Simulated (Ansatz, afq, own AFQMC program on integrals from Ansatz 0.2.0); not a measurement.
## Atomization energy of Si2H3, doublet

| atom | x (Å) | y (Å) | z (Å) |
| --- | --- | --- | --- |
| Si | 0.0000 | 0.0235 | 1.0897 |
| Si | 0.0000 | -0.0769 | -1.1897 |
| H | 0.0000 | 1.2166 | 1.9857 |
| H | 0.0000 | -1.1800 | 1.9697 |
| H | 0.0000 | 1.4507 | -1.1705 |

Connectivity, by distances: SiH2–SiH.

Atoms in their ground-state spins without spin–orbit coupling (mostly on UHF) minus the molecule (UHF), without zero-point energy. The geometry is a stationary point, not shown to be a minimum.

Basis cc-pVDZ. Noble-gas cores (and the filled d shells of Ga–Kr and In–Xe) are frozen. AFQMC by an in-house program on the Cholesky factors that Ansatz 0.2.0 writes for its CCSD(T) run. The CISD trial takes its coefficients from CCSD amplitudes. Released means that phaseless walkers are propagated on without the constraint, phases kept. Uncertainties: one standard error, sampling alone. The errors of all members are added in quadrature.

No full CI on the walks' own integrals is used here; CCSDT(Q) serves as the reference and is uncertain by about the last step of the cluster series. Each member takes its own surest rung, up to full CI.

The best estimate is CCSD(T) at the basis-set limit (CBS: def2-TZVPP and def2-QZVPP, with their diffuse functions for anions and beside diffuse sets, CCSD(T) itself extrapolated) plus the step from CCSD(T) to CCSDT(Q) in cc-pVDZ. Rows without CBS are in cc-pVDZ, the functionals in def2-TZVP; B2PLYP and the wave-function rows carry a basis error of their own. Core correlation and relativity beyond core potentials are missing, and ± holds the sampling alone.

Cautions: Si₂H₃ (doublet): the released energies are still falling, so no released level is given (meV from the phaseless value at times in 1/Eh: -1 ± 3 at 0.24, -4 ± 3 at 0.51, -6 ± 3 at 0.99, -9 ± 4 at 1.62, -15 ± 3 at 2.40), though the last usable value meets CCSDT(Q) within the noise, its ph-AFQMC/CISD value lies 16 ± 5 meV above CCSDT(Q).

```json
{"level": "wB97M-V", "atomization energy (eV)": "12.494"}
{"level": "PBE0", "atomization energy (eV)": "12.286"}
{"level": "CCSD", "atomization energy (eV)": "11.030"}
```

**Question.** From these cheaper values, estimate the atomization energy at the level of the best estimate.

**Answer.** 12.489 eV (best estimate, highest rung CCSDT(Q)).

```
        level  atomization energy (eV)  error against the best estimate (eV)
           HF                    8.679                                -3.809
          MP2                   10.905                                -1.583
      CCSD(T)                   11.161                                -1.328
        CCSDT                   11.180                                -1.309
     CCSDT(Q)                   11.188                                -1.300
ph-AFQMC/CISD           11.179 ± 0.005                        -1.310 ± 0.005
       HF/CBS                    9.082                                -3.407
      MP2/CBS                   12.157                                -0.331
  CCSD(T)/CBS                   12.462                                -0.027
          PBE                   12.377                                -0.112
       r2SCAN                   12.542                                 0.054
        B3LYP                   12.390                                -0.099
       B2PLYP                   12.164                                -0.325
```

Correlation beyond CCSD(T) adds 0.027 eV. Going to the basis-set limit adds 1.301 eV at CCSD(T). The perturbative (T) step is worth +0.131 eV. The functionals spread over 0.379 eV; wB97M-V comes nearest and B2PLYP is 0.325 eV too low.

Best estimates are given only where the step beyond CCSD(T) is under 0.3 eV and no member's determinant is very poor (T1 over 0.05, or 0.07 for open shells, ⟨S²⟩ too high by 0.3, two states mixed), so the hardest cases are missing from such tables.

The functionals ran in a triple-zeta set and keep a basis error of their own, a few kJ/mol for each bond in atomization energies and more for double hybrids, so close places among them and the extrapolated levels can swap.

CCSDT and higher add their correlation energy to the determinant of the CCSD(T) run, since their own runs factorise the integrals more tightly (a shift of under 2 meV). Each member of a difference takes its own highest rung, so a best estimate needn't equal the limit plus the step of one row. A walk keeps the symmetry of its determinant, which the program's search chose and which needn't be the lowest solution, so a lower state of the same spin and another symmetry isn't excluded.
